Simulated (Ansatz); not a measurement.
Results of LDA in Ansatz (plane waves, PAW) for bcc Cs.

Numerical settings: plane-wave cutoff 520 eV, 12×12×12 k mesh, Fermi–Dirac smearing 0.1 eV, perturbation theory, scalar-relativistic PAW data made under PBE.

The cell has the measured lattice parameters. Conventional cell: a = 6.1620 Å, b = 6.1620 Å, c = 6.1620 Å, α = 90.00°, β = 90.00°, γ = 90.00°.

Harmonic phonon frequencies (cm⁻¹; i marks an imaginary mode):

```
q point  frequencies
-------  -----------
H           29 29 29
N            4 20 29
P           22 22 22
```

No imaginary mode appears at these points.

Note: the cell isn't this level's own, so it is under some stress, which shifts stiffness and frequencies.

Ansatz is a quantum-chemistry and plane-wave program.
